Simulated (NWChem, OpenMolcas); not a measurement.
## From OpenMolcas to NWChem

This OpenMolcas 26.06 job computes singlet CH5BN+:

run.input:
```
* CH5BN MP2
>>> EXPORT MOLCAS_PRINT=2

&gateway
 baslib = $CurrDir
 coord
 8
 angstrom
 B       -0.373900       1.096100      -0.965000
 N        0.058500       0.275600      -0.008700
 C        0.339600      -0.835900       0.776800
 H       -1.007800       0.632300      -1.885400
 H       -0.143000       2.276400      -0.921600
 H       -0.096400      -0.755000       1.778600
 H        1.416200      -1.018200       0.865300
 H       -0.101000      -1.728600       0.304400
 basis = def2-SVPD
 group = NoSym

&seward

&scf
 charge = 1
 thresholds = 1e-10 1e-07 1e-07 1e-05
 prorbitals = 1 1

&mbpt2
 frozen = 3
```

```bash
$ export MOLCAS_MEM=1860
$ pymolcas run.input > run.log
```

(Basis files named in the input come from the Basis Set Exchange and aren't shown.)

Geometry: relaxed at PBE0-D4/def2-TZVP. That shape belongs to the parent species and isn't relaxed for this state.

It gives a total energy of -119.824151 Eh.

Problem. How is this level of theory, on these atoms, set up in NWChem 7.3.0 as an ASE script?

Solution. For example:

job.xyz:
```
8
CH5BN
B     -0.373900     1.096100    -0.965000
N      0.058500     0.275600    -0.008700
C      0.339600    -0.835900     0.776800
H     -1.007800     0.632300    -1.885400
H     -0.143000     2.276400    -0.921600
H     -0.096400    -0.755000     1.778600
H      1.416200    -1.018200     0.865300
H     -0.101000    -1.728600     0.304400
```

run.py:
```python
from ase.io import read
from ase.calculators.nwchem import NWChem

atoms = read('job.xyz')

calc = NWChem(
    label='job',
    theory='mp2',
    memory='2200 mb',
    basis='def2-SVPD',
    basispar='spherical bse',
    charge=1,
    scf={'nopen': '0', 'rhf': None, 'thresh': '1e-08', 'maxiter': '80'},
    mp2={'freeze': 'core 3', 'tight': None},
    task='energy',
)
atoms.calc = calc

e = atoms.get_potential_energy()
print(f"E = {e:.6f} eV")
```

```bash
$ export ASE_NWCHEM_COMMAND="nwchem PREFIX.nwi > PREFIX.nwo"
$ python run.py
```

Its energy is -119.824151 Eh, the same as the first but for the last digit, at most.
